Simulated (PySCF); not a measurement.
A family of related molecules: triple bonds. Gas-phase values, no solvent. Strings in code marks are SMILES.

Calculation: PBE0-D4/def2-TZVP (PySCF 2.14.0). All candidates: neutral, multiplicity 1. Excitations are Tamm–Dancoff values on a coarser integration grid. The basis has no diffuse functions, so Rydberg states are missing or too high.

```json
{
 "HOMO–LUMO gap": "7.35 eV",
 "S1 excitation (TDA)": "5.31 eV",
 "dipole_moment": "1.42 D"
}
```

Task: Name which member has these values.
A) `B=S`
B) `[C-]#[S+]`
C) `N#N`
D) `[O+]#[Si-]`

Result: A, `B=S`. The others give `[C-]#[S+]`: 6.56 eV, 4.93 eV, 1.93 D; `[O+]#[Si-]`: 6.84 eV, 5.43 eV, 3.05 D; `N#N`: 11.76 eV, 9.59 eV, 0.00 D
